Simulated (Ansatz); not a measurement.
Basis-set extrapolation for C2H3F2N, SMILES `F/C=N\CF` (PBE0-D4/def2-TZVP geometry, frozen core, the Gaussian-basis code of Ansatz). Multiplicity 1, RHF reference.

```csv
,def2-TZVPP,def2-QZVPP
HF,-330.921253,-330.935736
MP2 correlation,-1.017233,-1.100779
CCSD(T) correlation,-1.073282,not run
```

Energies in hartree. Use E(X) = E(∞) + A·exp(−7.88·√X) for Hartree–Fock and E(X) = E(∞) + B·X^(−2.97) for correlation, with X = 3 and 4, and add CCSD(T) minus MP2 of the smaller set to the MP2 limit.

Question: What is the CCSD(T) energy at the basis-set limit?

Answer: HF limit: -330.935736 + (-0.014483) × 0.13774 = -330.93773. MP2 limit: -1.100779 + (-0.083546) × 0.74074 = -1.16266. Higher-order term: -1.073282 − (-1.017233) = -0.05605. Total: -332.15644 hartree, 101.6 kcal/mol below CCSD(T)/def2-TZVPP.
